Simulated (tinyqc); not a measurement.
Worked calculation: Hueckel theory of the pi electrons with the omega technique, for the molecule Nc1cc[cH-]c1 (SMILES; centres numbered as the heavy atoms are written). One step of it, computed by the program tinyqc.

Question. Energy, charges, bond orders. E = sum n x; q_r = z_r - P_rr; bond order p = P_rs; free valence = sqrt(3) - sum of p over the bonds of the atom.

final x values: 2.045779  1.398486  0.396913  0.232097  -1.832410  -1.890862

occupations: 2.000000  2.000000  2.000000  2.000000  0.000000  0.000000

final P:
```
           1N         2C         3C         4C         5C         6C
1N   1.956824   0.189055  -0.146272   0.054565   0.054565  -0.146272
2C   0.189055   1.172179   0.640485  -0.238924  -0.238924   0.640485
3C  -0.146272   0.640485   1.225336   0.633423  -0.263711  -0.216424
4C   0.054565  -0.238924   0.633423   1.210162   0.651922  -0.263711
5C   0.054565  -0.238924  -0.263711   0.651922   1.210162   0.633423
6C  -0.146272   0.640485  -0.216424  -0.263711   0.633423   1.225336
```

Centres:
```
centre  z_r, pi electrons of the neutral centre         h
1N                                            2  1.350000
2C                                            1  0.000000
3C                                            1  0.000000
4C                                            1  0.000000
5C                                            1  0.000000
6C                                            1  0.000000
```

Bonds:
```
i  j         k
1  2  0.750000
2  3         1
3  4         1
4  5         1
5  6         1
6  2         1
```

Give: pi energy = 8 alpha + this times beta; pi charges; Bond orders and lengths from R = 1.517 - 0.180 p; free valence of the carbons; gap between the highest filled and the next level.

Answer.

pi energy = 8 alpha + this times beta = 8.1466

pi charges: 1N 0.0432, 2C -0.1722, 3C -0.2253, 4C -0.2102, 5C -0.2102, 6C -0.2253

Bond orders and lengths from R = 1.517 - 0.180 p (angstrom, C-C alone):
```
bond       p       R
1-2   0.1891       -
2-3   0.6405  1.4017
3-4   0.6334  1.4030
4-5   0.6519  1.3997
5-6   0.6334  1.4030
6-2   0.6405  1.4017
```

free valence of the carbons: 2C 0.2620, 3C 0.4581, 4C 0.4467, 5C 0.4467, 6C 0.4581

gap between the highest filled and the next level = 2.0645 |beta|
